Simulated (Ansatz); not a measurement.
This Ansatz (a program for electronic structure) input (CCSD(T)/cc-pVTZ) gives -113.68392 Eh with 74 basis functions. A basis named .json is the Basis Set Exchange file of that set (core-valence sets with the plain set on hydrogen).

Ansatz 0.2 input:
```yaml
crystal:
  periodic: [false, false, false]
  atoms:
    - {symbol: C, position_ang: [0.04971801, 0.58373572, -0.00114401]}
    - {symbol: O, position_ang: [0.07409359, -0.58783396, -0.00094961]}
    - {symbol: H, position_ang: [-0.89105678, 1.20025732, 0.01446098]}
basis:
  gaussian:
    orbitals: cc-pVTZ
magnetization: {spin_polarized: true, initial_magnetization: 1}
correlation: {method: ccsd_t, electrons: outside_noble_gas}
```

Change:
```diff
- orbitals: cc-pVTZ
+ orbitals: cc-pCVDZ.json
```

What does the run give now?

-113.58039 Eh (CCSD(T)/cc-pCVDZ, 41 functions), a change of +103.53 mEh.
